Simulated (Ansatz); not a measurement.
## H₂Ge–N, sextet: the ladder up to UCCSDT(Q)

Geometry: that of the H2Ge–N, quartet, kept fixed. The quartet lies 5.9 eV lower here.

```yaml
atoms:
  - { symbol: Ge, position_ang: [-0.0346, 0.0000, 0.2958] }
  - { symbol: N, position_ang: [0.0724, 0.0000, -1.6458] }
  - { symbol: H, position_ang: [0.7424, -1.2582, 0.7751] }
  - { symbol: H, position_ang: [0.7424, 1.2582, 0.7751] }
```

Basis cc-pVTZ; Ansatz 0.2.0. Only valence electrons are correlated (noble-gas cores and the filled d shells of p-block atoms frozen), which leaves 11 electrons in 86 orbitals. R marks a restricted (for open shells ROHF) determinant, U an unrestricted one. Active spaces: valence = (11e, 10o) chosen from the atoms' valence shells. No spin–orbit coupling is included, and no scalar relativity.

Full CI isn't at hand for all of this; UCCSDT(Q) serves as the reference, and is uncertain by about the last step of the cluster series. The frozen core follows each run's orbitals, which can shift R against U totals by a few meV for light atoms and by up to 0.1 eV past Ca.

- UHF ⟨S²⟩: 8.762
- T1 diagnostic (RCCSD): 0.0281
- largest doubles amplitude (RCCSD): 0.031
- T1 diagnostic (UCCSD): 0.0237

```
   level  E − E(UCCSDT(Q)) (mEh)  share of correlation (%)     wall time
     UHF                  243.62                      2.39             –
    UMP2                   45.37                     81.82             –
   UCCSD                    9.31                     96.27             –
UCCSD(T)                    1.69                     99.32  6.5 s (H100)
  UCCSDT                    0.28                     99.89             –
```

The correlation energy at UCCSDT(Q), counted from RHF, is -6.792 eV. That run took 17 s on 2 threads of AMD EPYC 7R13 with a shared H100 80 GB, shared host.

Run but not shown, since their state or frozen core can't be matched to the reference's or they repeat it: RHF, RMP2, RCCSD, RCCSD(T), BCCD(T), RCCSDT, RCCSDT(Q), CASSCF (valence space), NEVPT2 (valence space), MRCISD (valence space), MRCISD+Q (valence space).

Times hold each run's SCF and search for its determinant on a shared host, so for small cases they say little of a method's own cost.

Natural occupations of CASSCF (valence space) about the gap: 1.961 1.005 1.002 1.001 1.000 0.998 0.033 0.026; effectively unpaired electrons, Σ n²(2−n)², 5.01.
